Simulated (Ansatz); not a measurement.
Input file:

```yaml
crystal:
  periodic: [false, false, false]
  atoms:
    - {symbol: Ge, position_ang: [-0.015433, -0.009008, 1.726129]}
    - {symbol: B, position_ang: [-0.016266, -0.025151, -0.247834]}
    - {symbol: H, position_ang: [0.031698, 0.034159, -1.478296]}
basis:
  gaussian: {orbitals: cc-pVTZ}
magnetization: {spin_polarized: false}
correlation: {method: ccsdt_q, electrons: outside_noble_gas}
```

```sh
$ ansatz run in.yaml --threads 1 --pin off --events-out ev --progress --plain --max-ram 2393MiB
```

Output:

```
974 factors; integrals over basis functions are off by at most 2.6e-7 eV
mean field evaluation 1: about -57158.1413 eV, gradient 9.7e0 eV
mean field evaluation 2: about -57158.1825 eV, gradient 9.8e0 eV
mean field evaluation 4: about -57158.8045 eV, gradient 1.4e0 eV
mean field evaluation 8: about -57158.8140 eV, gradient 6.6e-4 eV
mean field evaluation 16: about -57158.8140 eV, gradient 1.1e-6 eV
mean field evaluation 32: about -57158.8140 eV, gradient 7.7e-4 eV
mean field evaluation 64: about -57158.8141 eV, gradient 8.4e-2 eV
mean field evaluation 96: about -57158.8140 eV, gradient 6.9e-5 eV
mean field evaluation 128: about -57158.1863 eV, gradient 9.8e0 eV
mean field evaluation 160: about -57158.1110 eV, gradient 1.0e1 eV
mean field -57158.81411489 eV, -2100.5476750866 hartree, gradient 1.8e-10 eV, S^2 0.000000; 7 other end points of the search recorded, 0 dependent functions left out; unrestricted orbitals would lower it
determinant -57158.81411489 eV, -2100.5476750866 hartree, with singles and doubles -57164.36123280 eV, -2100.7515279096 hartree
determinant -57158.81404687 eV, -2100.5476725867 hartree, with singles and doubles -57164.36113313 eV, -2100.7515242467 hartree
determinant -57158.81411489 eV, -2100.5476750866 hartree, with singles and doubles -57164.25028999 eV, -2100.7474508365 hartree
determinant -57158.81404687 eV, -2100.5476725867 hartree, with singles and doubles -57164.25020774 eV, -2100.7474478140 hartree
15 core orbitals not correlated: weight in the atoms' cores, before any rotation towards them, 1.000 or more for the frozen orbitals, at most 0.000 for the correlated occupied ones
reference -57158.81411489 eV, -2100.5476750866 hartree; 4, 4 occupied and 68, 68 virtual orbitals, 974 factors
second order -4.56919720 eV of doubles, -0.00000000 eV of singles
...
cycle  19  -5.80675843 eV  change    2.3e-6 eV  update   2.4e-5
cycle  20  -5.80676685 eV  change   -8.4e-6 eV  update   1.8e-5
cycle  21  -5.80675670 eV  change    1.0e-5 eV  update   1.3e-5
cycle  22  -5.80677107 eV  change   -1.4e-5 eV  update   8.5e-6
cycle  23  -5.80678599 eV  change   -1.5e-5 eV  update   3.9e-6
cycle  24  -5.80679403 eV  change   -8.0e-6 eV  update   1.9e-6
cycle  25  -5.80679760 eV  change   -3.6e-6 eV  update   1.0e-6
cycle  26  -5.80679899 eV  change   -1.4e-6 eV  update   5.9e-7
cycle  27  -5.80679757 eV  change    1.4e-6 eV  update   3.5e-7
cycle  28  -5.80679775 eV  change   -1.9e-7 eV  update   2.0e-7
perturbative correction -0.07563414 eV, -0.0027795034 hartree
WARN: these amplitudes may be one of several solutions (largest doubles amplitude 0.56, level shift 0.00 eV)
Total energy: -57164.69654678 eV, -2100.7638504713 hartree
```

Ran on 1 thread of Arm Neoverse V2, shared host: 40 s wall, 0.45 GiB peak host memory.
